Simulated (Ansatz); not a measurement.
# C₃H₃F₃: basis-set convergence

Aim: see how fast density functionals converge with the basis set for C₃H₃F₃.

Method: one geometry, several basis sets; program: Ansatz 0.2.0, Gaussian basis.

Plan: PBE0-D4/def2-SVP; ωB97M-V/def2-SVP; PBE0-D4/def2-QZVPP; ωB97M-V/def2-QZVPP; the functionals' def2-TZVPP values are taken from earlier runs.

### 1 The geometry

An earlier PBE0-D4 in a triple-zeta def2 set relaxation fixed the geometry.

SMILES `FCC=C(F)F`, 9 atoms, charge 0, spin multiplicity 1.

Atoms are counted from 1 here; the program's logs count them from 0.

Bond lengths: F1–C2 1.389 Å, C2–C3 1.482 Å, C2–H7 1.092 Å, C2–H8 1.094 Å, C3–C4 1.319 Å, C3–H9 1.082 Å, C4–F5 1.312 Å, C4–F6 1.310 Å. Angles: F1–C2–C3 110.4°, F1–C2–H7 107.9°, F1–C2–H8 106.9°, C3–C2–H7 111.5°, C3–C2–H8 110.9°, H7–C2–H8 109.1°, C2–C3–C4 123.0°, C2–C3–H9 119.8°, C4–C3–H9 117.2°, C3–C4–F5 125.6°, C3–C4–F6 124.7°, F5–C4–F6 109.8°.

### 2 PBE0-D4 in def2-SVP

in.yaml reads:

```yaml
crystal:
  periodic: [false, false, false]
  atoms:
    - {symbol: F, position_ang: [-0.358276, -2.020931, -0.611163]}
    - {symbol: C, position_ang: [0.505434, -0.953978, -0.400205]}
    - {symbol: C, position_ang: [-0.088926, 0.010592, 0.554888]}
    - {symbol: C, position_ang: [-0.480385, 1.220713, 0.203785]}
    - {symbol: F, position_ang: [-0.387507, 1.733218, -1.000381]}
    - {symbol: F, position_ang: [-1.009204, 2.099022, 1.019950]}
    - {symbol: H, position_ang: [0.705041, -0.487803, -1.366895]}
    - {symbol: H, position_ang: [1.435664, -1.372194, -0.005432]}
    - {symbol: H, position_ang: [-0.233340, -0.274940, 1.588353]}
basis:
  gaussian: {orbitals: def2-SVP}
hamiltonian: {xc: pbe0, dispersion: d4}
output: {orbitals: {seedname: orbitals}}
```

Further steps of the session: ωB97M-V in def2-SVP; PBE0-D4 in def2-QZVPP; ωB97M-V in def2-QZVPP.

**Question.** What will the summary of the whole plan be? Wanted: PBE0-D4: double and triple zeta above quadruple; ωB97M-V: double and triple zeta above quadruple.

As calculated:

| quantity | value |
| --- | --- |
| PBE0-D4: double and triple zeta above quadruple | 14.09, 0.59 eV |
| ωB97M-V: double and triple zeta above quadruple | 14.41, 0.56 eV |

In words: For PBE0-D4 the step from double to triple zeta gains 13.50 eV and the next only 0.59 eV. Total energies overstate the basis error of differences, where much of it tends to cancel. The LUMO of ωB97M-V is positive and keeps falling with the basis (2.50 to 1.95 eV): an unbound level that the basis holds in place.
